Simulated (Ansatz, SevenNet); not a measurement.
For zinc-blende GaSb, the machine-learned potential SevenNet-l3i5 (trained on PBE and PBE+U data) gives:

```
Item                                     Result
-------------------------------  --------------
lattice parameter a                     6.166 Å
zone-centre TO phonon frequency        175 cm⁻¹
elastic constant C11                   41.4 GPa
elastic constant C44                   20.8 GPa
polycrystal shear modulus              17.0 GPa
enthalpy of formation            -0.129 eV/atom
```

Question: What does r²SCAN in Ansatz (PAW) give for the same quantities?

Answer: 
- lattice constant a: 6.132 Å (falls by 0.6 %)
- zone-centre TO phonon frequency: 223 cm⁻¹ (rises by 27 %)
- elastic constant C11: 86.5 GPa (grows by 110 %)
- elastic constant C44: 43.6 GPa (grows by 110 %)
- Voigt–Reuss–Hill shear modulus: 34.8 GPa (goes up by 100 %)
- formation enthalpy: -0.236 eV/atom (moves by -0.107 eV/atom)

For comparison: lattice constant a 6.096 Å (measured, 300 K, no zero-point or thermal correction; as tabulated in Vurgaftman et al. (2001), doi:10.1063/1.1368156); zone-centre TO phonon frequency 224 cm⁻¹ (measured, temperature not stated, no zero-point or thermal correction; as tabulated in Giannozzi et al., Phys. Rev. B (1991)); formation enthalpy -0.22 eV/atom (measured, 298 K, no zero-point or thermal correction; as tabulated in Zhang et al. (2018), doi:10.1038/s41524-018-0065-z).

Changes are worked out from the printed values.

Unless a cell is named, each level is at its own relaxed cell (SevenNet-l3i5 29.31, r²SCAN 28.82 Å³/atom).

Levels without +SOC leave out spin–orbit coupling, which shifts energies and cells of such heavy elements.

Ansatz's density-functional and Hartree–Fock values are scalar-relativistic unless marked +SOC, with PAW data made under PBE.

Ansatz is a first-principles code.
